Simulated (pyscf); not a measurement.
H₃C–CH(CH₃)–O–Si(OH)(OH)–OH (SMILES CC(C)O[Si](O)(O)O) -> HO–Si(OH)(OH)–OH (SMILES O[Si](O)(O)O) + H₂C=CH–CH₃ (SMILES C=CC), an elimination (singlet surface; C–O, C–H broken, H–O formed). PySCF, gas phase, ωB97X-D3(BJ)/def2-SVP geometries. Energies in kJ/mol from the reactant's lowest minimum found.

Small-basis levels: PySCF, no dispersion term, spherical d functions. 

Task: In single points SVWN5/6-31G* puts the saddle at 251.0 kJ/mol and the reaction energy at +154.8 kJ/mol. Should these be trusted to within a few kcal/mol? Compare with ωB97M-D3(BJ)/def2-TZVP.

Result: ωB97M-D3(BJ)/def2-TZVP gives ΔE‡ = 261.2 kJ/mol and ΔE = +70.6 kJ/mol. SVWN5/6-31G* lies 10.2 kJ/mol under it in the barrier and 84.2 kJ/mol over it in the reaction energy, so on this step it does not hold to within 12.6 kJ/mol. ωB97M-D3(BJ)/def2-TZVP has limits of its own. On the product side the descent ends in a complex, 22.5 kJ/mol under the separated species and 211.6 kJ/mol under the saddle at ωB97X-D3(BJ)/def2-TZVP. At ωB97X-D3(BJ)/def2-TZVP the barrier from the zero used here is 273.6 kJ/mol. One saddle was located; it need not be the lowest between these sides.
